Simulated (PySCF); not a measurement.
# Boron: a sound run and one with changed settings

Sound run: B [He] 2s2 2p1, B⁺ [He] 2s2. Calculation: PySCF 2.14, in x2c-SVPall (3s2p1d, 14 functions); scalar relativity by spin-free X2C-1e. In the sound run the correlated levels freeze 1s2. The sound run starts from symmetry-adapted Hartree-Fock orbitals and uses a fine grid where one is needed.

Changed run: basis STO-3G, all-electron and non-relativistic. This setting is unsound on purpose.

```csv
species,method,sound run (hartree),changed run (hartree),converged
B,UHF,-24.50721,-24.14899,yes
B,r2SCAN,-24.61381,-24.25157,yes
B,MN15,-24.59937,-24.09863,yes
B,MP2,-24.54309,-24.16765,yes
B,CCSD(T),-24.56496,-24.18899,yes
B⁺,UHF,-24.20870,-23.94847,yes
B⁺,r2SCAN,-24.28882,-24.02159,yes
B⁺,MN15,-24.29651,-23.88889,yes
B⁺,MP2,-24.24156,-23.97788,yes
B⁺,CCSD(T),-24.26798,-24.00944,yes
```

Ionisation energy of B:

```csv
method,sound run (eV),changed run (eV)
UHF,8.123,5.456
r2SCAN,8.843,6.258
MN15,8.241,5.707
MP2,8.205,5.164
SCS-MP2,8.167,5.105
CCSD,8.058,4.886
CCSD(T),8.081,4.886
```

A minimal basis cannot let orbitals breathe on ionisation and holds almost no correlation. The Hamiltonian changed with the basis, so the totals do not compare.

For comparison, NIST gives 8.298 eV between the lowest levels.
